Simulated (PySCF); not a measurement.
An unknown is described by computed data only.

Formula: C4H10O2.

| Item | Value |
| --- | --- |
| XPS | C1s 290.5 (×2), C1s 292.0 (×2), O1s 538.7 (×2) eV [ΔSCF SCAN, pcX-2 on the ionised atom, pcseg-1 elsewhere, spin-free X2C] |
| Dipole | 0.57 D [wB97X-D/def2-SVPD] |
| 1H NMR | chemical shifts (computed TMS as zero) by class: 3.81 (4 H), 1.55 (4 H), -0.45 (2 H) ppm [GIAO PBE0/pcSseg-1] |
| Valence photoelectron | vertical ionisation energy: 9.99 eV [ΔSCF wB97X-D/def2-SVPD] |
| Triplet | lowest triplet excitation (Tamm–Dancoff): 6.91 eV [TDA wB97X-D/def2-SVPD] |
| Rotational structure | rotational constants A, B, C: 5.716, 2.083, 2.032 GHz [PBE0-D3(BJ)/def2-SVP] |
| 13C NMR | chemical shifts (computed TMS as zero) by class: 60.4 (2 C), 27.7 (2 C) ppm [GIAO PBE0/pcSseg-1] |

Electronic properties: PySCF, gas phase, density fitting. Levels stand in brackets. The structure is a single PBE0-D3(BJ)/def2-SVP conformer in the gas phase; no vibrational or solvent corrections. NMR classes are plain means over equivalent atoms (diastereotopic ones count apart unless rotation or inversion swaps them), as if these changed places fast.

Question: Propose a structure and show how it fits.

Answer: Numbering: `[OH:1][CH2:2][CH2:3][CH2:4][CH2:5][OH:6]`. Its formula, C4H10O2, gives 0 degrees of unsaturation, so no ring and no π bond. 4 carbons fall into 2 classes; from least to most shielded: carbinol carbon (C–OH) [C2/C5] (60.4 ppm, 2 C), chain CH2 carbon [C3/C4] (27.7 ppm, 2 C, up to 2.7 ppm apart in this geometry). Hydrogen classes from least to most shielded: 4 H on 2 like atoms (carbinol carbon (C–OH)), C2/C5 (3.81 ppm), 4 H on 2 chain CH2 carbons, C3/C4 (1.55 ppm, a mean of values up to 0.7 ppm apart in this geometry), 2 H on 2 alcohol oxygens, O1/O6 (-0.45 ppm, a mean of values up to 0.8 ppm apart in this geometry). The core levels belong to: C1s 290.5 eV, chain CH2 carbon [C3/C4]; C1s 292.0 eV, carbinol carbon (C–OH) [C2/C5]; O1s 538.7 eV, alcohol oxygen [O1/O6]. One atom of each topological class was ionised and stands for its class. The first electron is taken from the HOMO, whose largest Löwdin shares are 0.30 on an alcohol oxygen, 0.24 on an alcohol oxygen, 0.09 on a carbinol carbon (C–OH) and 0.08 on a carbinol carbon (C–OH). By its constants the optimised geometry is a nearly prolate symmetric top. Structure: `OCCCCO` (1,4-butanediol). Computed isomers that give other values at the same levels: `COCCCO` (rotational constant A: 10.663 GHz; this holds for the one conformer computed); `COCCOC` (13C chemical shifts (computed TMS as zero) by class: 73.2 (2 C), 59.6 (2 C) ppm). The assignments are read from this structure; whether some other isomer fits the data as well wasn't checked.
